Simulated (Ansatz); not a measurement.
Cubic perovskite BaTiO₃ (cubic high-temperature phase) was calculated with PBE0 (PAW; Ansatz, a quantum-chemistry and plane-wave program).

Run with plane-wave cutoff 460 eV, 6×6×6 k mesh, Fermi–Dirac smearing 0.01 eV, no spin polarisation, scalar-relativistic PAW data made under PBE.

On both sides of the equilibrium volume: at 12.240 Å³/atom the pressure is 5.39 GPa and the direct gap at Γ 4.091 eV; at 12.727 Å³/atom they are -2.16 GPa and 4.028 eV. The fitted bulk modulus is 187 GPa.

Q: Work out the volume deformation potential of this gap and its pressure coefficient, in two ways.

A: a_V = dE_g/d ln V = (4.028 − 4.091)/ln(12.727/12.240) = -1.61 eV. Since dP = −B d ln V, dE_g/dP = −a_V/B = 9 meV/GPa. Straight from the pressures: (4.091 − 4.028)/(5.39 − (-2.16)) = 8 meV/GPa. At this level and over this range the gap at Γ widens under pressure.

Spin–orbit coupling is not included.

Note: the relaxation could not lower the start's symmetry, so the cell can be a saddle point above a distorted one.
